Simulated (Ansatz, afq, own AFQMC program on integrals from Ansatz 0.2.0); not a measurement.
**BGeH$_{3}$, singlet: a scan with AFQMC**

```xyz
5

Ge   -0.0288    0.0000    0.2536
B     0.1335    0.0000   -1.6270
H     0.4143    1.2770    0.9714
H     0.4143   -1.2770    0.9714
H    -0.1832    0.0000   -2.7670
```

One side is turned about Ge1–B2. Energies in eV count from this geometry (0.000 °) at the same level; the start stands on RHF, each point on the determinant named.

Basis cc-pVDZ. Only valence electrons are correlated. AFQMC by an in-house program on the Cholesky factors that Ansatz 0.2.0 writes for its CCSD(T) run. ph-AFQMC/CISD is guided by a CISD state made of CCSD amplitudes; releasing the constraint for a short imaginary time cuts its bias at the price of noise, slowly where states lie close. Error bars are statistical, one sigma. No spin–orbit coupling.

Cautions, each for one point or more: higher spins were not checked; inner d shell frozen; no relativity below Rb; no spin-orbit coupling; released walk and highest rung disagree; restricted determinant unstable towards unrestricted; the ph-AFQMC/CISD walk drifts between its halves.

```tsv
twist about Ge1–B2 / °	det.	T1	weight	CCSD(T)	ph-AFQMC/CISD	released AFQMC	CCSDT(Q)	wB97M-V	PBE0
17.200	RHF	0.019	0.86	0.010	0.010 ± 0.023	-0.007 ± 0.020*	0.010	0.009	0.010
47.800	RHF	0.020	0.86	0.074	0.088 ± 0.016	0.095 ± 0.021*	0.073	0.069	0.071
74.400	RHF	0.019	0.86	0.159	0.193 ± 0.019	0.154 ± 0.024*	0.159	0.151	0.154
120.000	RHF	0.020	0.85	0.283	0.241 ± 0.024	–	0.281	0.280	0.283
180.000	RHF	0.019	0.85	0.318	0.356 ± 0.017	0.318 ± 0.025*	0.314	0.335	0.333
```

Weight is that of the determinant in the CISD state; at the start T1 is 0.019 and the weight 0.86. An asterisk marks released energies that aren't shown to be converged. Symmetry can't show for every point that it stays on the start's state. A dash marks a missing value, a released energy that hasn't settled or a functional that sits on another state. Largest departures from CCSDT(Q), at the points where its series has closed: CCSD(T) 0.004 eV at 180.000 (on RHF), ph-AFQMC/CISD 0.042 eV at 180.000 (on RHF). The functionals aren't scored here. In this small basis the wave-function levels are far from their limit, so their gap to the functionals isn't the functionals' error.

Some points may be missing: those where a free walk finds a much lower state, and past Zn most of those on another determinant than at the start.

A walk keeps the symmetry of its determinant, which the program's search chose and which needn't be the lowest solution, so a lower state of the same spin and another symmetry isn't excluded.
